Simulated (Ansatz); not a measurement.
Reaction (isomerisation): `C/C=C\C(C)C` → `C/C=C/CCC`

Program: Ansatz. Geometries: PBE0-D4/def2-TZVP. ΔE: electronic, gas phase. CCSD(T)/CBS is the MP2 limit (def2-TZVPP, def2-QZVPP) plus CCSD(T) − MP2 in def2-TZVPP, frozen cores. Double bonds are as drawn, so ΔE can hold a change between cis and trans. Functionals use def2-TZVPP. B3LYP here is the variant with VWN-RPA as its local correlation; programs differ in this. Each species was taken in one conformer, which may not be the lowest.

| level | ΔE (kcal/mol) | difference from CCSD(T)/CBS |
| --- | --- | --- |
| BLYP-D4 | -0.1 | -0.2 |
| r2SCANh-D4 | -0.2 | -0.3 |
| PBE-QIDH | -0.1 | -0.2 |
| B3LYP | -0.8 | -0.9 |
| LC-ωPBE | -0.6 | -0.7 |
| RPA@PBE/def2-TZVPP | 0.0 | -0.1 |
| MP2/def2-TZVPP | 0.4 | 0.3 |
| SCS-MP2/def2-TZVPP | 0.1 | 0.0 |
| CCSD(T)/def2-TZVPP | 0.1 | 0.0 |
| MP2/def2-QZVPP | 0.5 | 0.4 |
| CCSD(T)/CBS | 0.1 | 0 |

Largest T1 diagnostic among the species: 0.009.

In def2-TZVPP, CCSD(T) changes the Hartree–Fock value by +1.3 kcal/mol (the triples alone add +0.2 kcal/mol) and MP2 by +1.6 kcal/mol. Leaving LDA and LC-ωPBE aside and taking each functional with its dispersion term where it has one, the values, not all of them listed here, spread over 0.4 kcal/mol, from B2PLYP to revPBE-D4.
